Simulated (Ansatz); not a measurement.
**Diamond**

All values below come from BLYP in Ansatz (PAW).

Settings: plane-wave cutoff 520 eV, 16×16×16 k mesh, perturbation theory, scalar-relativistic PAW data made under PBE.

Cell (relaxed at this level):

Space group Fd-3m, origin choice 1 (No. 227); a = b = c = 3.597 Å, α = β = γ = 90.00°

```json
[
 {"atom": "C", "site": "8a", "symmetry": "-43m", "x": "0.0000", "y": "0.0000", "z": "0.0000"}
]
```
(The calculation used a cell of 2 atoms; values per cell refer to that cell.)

For diamond, the high-frequency dielectric constant is 5.77 and the zone-centre TO phonon frequency comes out as 1261 cm⁻¹.

Measured, for comparison: high-frequency dielectric constant 5.7 (300 K, not corrected to a static lattice, our sources range from 5.50 to 5.70; as tabulated in Skelton et al. (2020), arXiv:2005.00277); zone-centre TO phonon frequency 1333 cm⁻¹ (low temperature, zero-point motion not removed; as tabulated in Kunc et al. (2003), arXiv:cond-mat/0304692). Computed (rounded) less measured: high-frequency dielectric constant +1 % (+1 % to +5 % over the range), zone-centre TO phonon frequency -5 %.

Ansatz is an electronic-structure program.
